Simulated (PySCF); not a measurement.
## SMILES CC(Cl)=C=CCl, C4H4Cl2

Molfile (atoms numbered from 1):
```
C4H4Cl2
     RDKit          3D

 10  9  0  0  0  0  0  0  0  0999 V2000
   -1.4428   -0.5447    0.5224 C   0  0  0  0  0  0  0  0  0  0  0  0
   -0.5501    0.2254   -0.3871 C   0  0  0  0  0  0  0  0  0  0  0  0
   -1.3645    0.9995   -1.7184 Cl  0  0  0  0  0  0  0  0  0  0  0  0
    0.7375    0.3552   -0.2632 C   0  0  0  0  0  0  0  0  0  0  0  0
    2.0166    0.4863   -0.0998 C   0  0  0  0  0  0  0  0  0  0  0  0
    3.1793   -0.6016   -0.7793 Cl  0  0  0  0  0  0  0  0  0  0  0  0
   -1.9534   -1.3340   -0.0343 H   0  0  0  0  0  0  0  0  0  0  0  0
   -0.8632   -0.9918    1.3293 H   0  0  0  0  0  0  0  0  0  0  0  0
   -2.2070    0.1111    0.9463 H   0  0  0  0  0  0  0  0  0  0  0  0
    2.4650    1.2866    0.4757 H   0  0  0  0  0  0  0  0  0  0  0  0
  1  2  1  0
  2  3  1  0
  2  4  2  0
  4  5  2  0
  5  6  1  0
  1  7  1  0
  1  8  1  0
  1  9  1  0
  5 10  1  0
M  END
```

Computed, not measured: quadratic response CAM-B3LYP/def2-TZVPD first hyperpolarisability, Taylor convention, gas phase in PySCF 2.14.0. Geometry: PBE0-D3(BJ)/def2-TZVP.

**Question.** Give the tensor of the second harmonic β(−2ω;ω,ω) at 1064 nm in the axes of these coordinates.

**Answer.** In au, Taylor convention; rows are the first index (the induced dipole):
```
      xx    yy     zz     xy     xz     yz
x  -26.3  +1.1  -15.1  -18.4   -6.4  +13.7
y  -18.3  -2.5   +3.4   +1.9  +14.0   +6.3
z   -5.9  +6.5   +8.0  +13.9  -14.6   +3.2
```
Norm of βᵢ = ⅓ Σⱼ (βᵢⱼⱼ + βⱼᵢⱼ + βⱼⱼᵢ): 44.1 au, hyper-Rayleigh value 22.8 au.
